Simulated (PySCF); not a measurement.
**1,1-dichloroethane: calculation against experiment**

**Experimental background.**

NIST CCCBDB Release 22 (SRD 101), experimental dipoles lists, for the gas: dipole moment (dielectric constant against temperature) 2.06 D.

The results are set against them at the end.

Species: 1,1-dichloroethane, C2H4Cl2.
SMILES with atom numbers: `[CH3:1][CH:2]([Cl:3])[Cl:4]` (hydrogens: H5, H6, H7 on C1; H8 on C2)

Structure used (PBE0-D3(BJ)/def2-TZVP), in Å, numbered top down from 1:
```xyz
8
C2H4Cl2 angstrom
C     -0.8108   -0.0261   -0.1546
C      0.6367    0.0350    0.2480
Cl     1.4351    1.4477   -0.4769
Cl     1.4843   -1.4582   -0.2110
H     -1.3176    0.8874    0.1608
H     -1.2880   -0.8837    0.3226
H     -0.8994   -0.1264   -1.2363
H      0.7665    0.1354    1.3226
```

Runs made with PySCF (gas phase, on this PBE0-D3(BJ)/def2-TZVP geometry; no spin–orbit coupling):

```tsv
level	job	basis functions	wall time
PBE0-D3(BJ)/def2-TZVP, grid level 2	geometry optimisation from a GFN2-xTB start	160	25 s
```

Hardware: Arm Neoverse V1, one thread, shared host.

## Comparison

**Dipole moment.** Measured: 2.06 D (NIST CCCBDB Release 22 (SRD 101), experimental dipoles).

```csv
level,computed (D),computed − measured (D),% (from the printed values)
PBE0-D3(BJ)/def2-TZVP,2.06,0.00,0
```

The computed dipoles belong to one fixed geometry; measured ones are averaged over vibrations unless marked μe. Magnitudes are compared, not signs.

The geometry is computed, not the measured one. Where a level misses, the cause wasn't examined.
